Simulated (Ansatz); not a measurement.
## CH3, doublet: up the ladder of correlation methods

Computed with Ansatz's Gaussian-basis code (development build); BCCD by scripts on PySCF. Nonrelativistic, STO-3G, 1 core orbital frozen. Perturbation and coupled-cluster methods stand on the Hartree–Fock determinant that coupled cluster favours; RHF here means ROHF, with semicanonical perturbation theory. The state met can differ between shapes. A minimal or small basis: far from the basis limit. The unrestricted determinant is a mixture of spins, so it may stand for another state.

Shape A. A bond is stretched, to 1.43 times the sum of the covalent radii.

```xyz
4

C     0.0000    0.0000    0.0000
H     0.0000    1.5322    0.0000
H     0.9340   -0.5400    0.0000
H    -0.9340   -0.5400    0.0000
```

Shape B. A bond is stretched, to 2.87 times the sum of the covalent radii.

| atom | x (Å) | y (Å) | z (Å) |
| --- | --- | --- | --- |
| C | 0.0000 | 0.0000 | 0.0000 |
| H | 0.0000 | 3.0751 | 0.0000 |
| H | 0.9340 | -0.5400 | 0.0000 |
| H | -0.9340 | -0.5400 | 0.0000 |

Shape C:

| atom | x (Å) | y (Å) | z (Å) |
| --- | --- | --- | --- |
| C | 0.0000 | 0.0000 | 0.0000 |
| H | 0.0000 | 1.2948 | 0.0000 |
| H | 0.9340 | -0.5400 | 0.0000 |
| H | -0.9340 | -0.5400 | 0.0000 |

Correlation energy of CCSD(T), then each method's total less that of CCSD(T), in eV:

```json
{"case": "A RHF", "E corr CCSD(T)": "-2.450", "CCSD": "+0.009", "BCCD": "+0.009", "BCCD(T)": "0.000", "determinant": "–"}
{"case": "A UHF", "E corr CCSD(T)": "-2.146", "CCSD": "+0.010", "BCCD": "+0.007", "BCCD(T)": "-0.002", "determinant": "⟨S²⟩ = 0.916"}
{"case": "B UHF", "E corr CCSD(T)": "-1.018", "CCSD": "+0.003", "BCCD": "+0.003", "BCCD(T)": "-0.002", "determinant": "⟨S²⟩ = 1.761"}
{"case": "C RHF", "E corr CCSD(T)": "-1.975", "CCSD": "+0.005", "BCCD": "+0.005", "BCCD(T)": "0.000", "determinant": "–"}
```

Q: Give full CI less CCSD(T). Is CCSD(T) good to 1 kcal/mol?

A: A RHF: -0.005 eV (within); A UHF: -0.009 eV (within); B UHF: -0.012 eV (within, spin-contaminated determinant); C RHF: -0.003 eV (within).

Several Brueckner solutions were met.
